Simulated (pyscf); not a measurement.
HO–ZnH + H₃C–CH₃ → H₃C–CH₂–Zn–OH + H₂, a four-centre exchange (singlet surface; H–Zn, C–H broken, C–Zn, H–H formed). Single points on ωB97X-D3(BJ)/def2-SVP structures (PySCF, gas phase). Energies in eV from the separated reactants.

Small-basis levels: PySCF, no dispersion term, spherical d functions. AM1 to PM7: differences of heats of formation from MOPAC. GFN2-xTB: tblite. Cost: rough CPU time at the saddle relative to B3LYP/6-31G*+LANL2DZ, from one job on a shared machine.

| level | barrier | reaction energy | cost |
|---|---|---|---|
| HF/STO-3G | 3.61 | +0.10 | 0.06 |
| HF/6-31G*+LANL2DZ | 3.51 | +0.81 | 0.1 |
| BP86/6-31G*+LANL2DZ | ___ | +0.44 | 2 |
| B3LYP/3-21G | 1.87 | -0.27 | 0.7 |
| M06-2X/6-31G*+LANL2DZ | ___ | +0.46 | 2 |
| GFN2-xTB | 3.65 | +1.62 | under 0.02 |
| PM3 | 0.67 | -0.41 | under 0.02 |
| ωB97M-D3(BJ)/def2-TZVP | ___ | +0.58 | – |

Complete the blanks.


- BP86/6-31G*+LANL2DZ, barrier: 2.39
- M06-2X/6-31G*+LANL2DZ, barrier: 2.49
- ωB97M-D3(BJ)/def2-TZVP, barrier: 2.58

Against the last row the barrier runs from -1.91 (PM3) to +1.07 eV (GFN2-xTB). ωB97M-D3(BJ)/def2-TZVP has limits of its own. At the saddle there is also a short H–Zn contact that neither side keeps. This is the saddle that the search found; another between the same sides may lie lower. In the def2 sets elements up to Kr have no core potential.
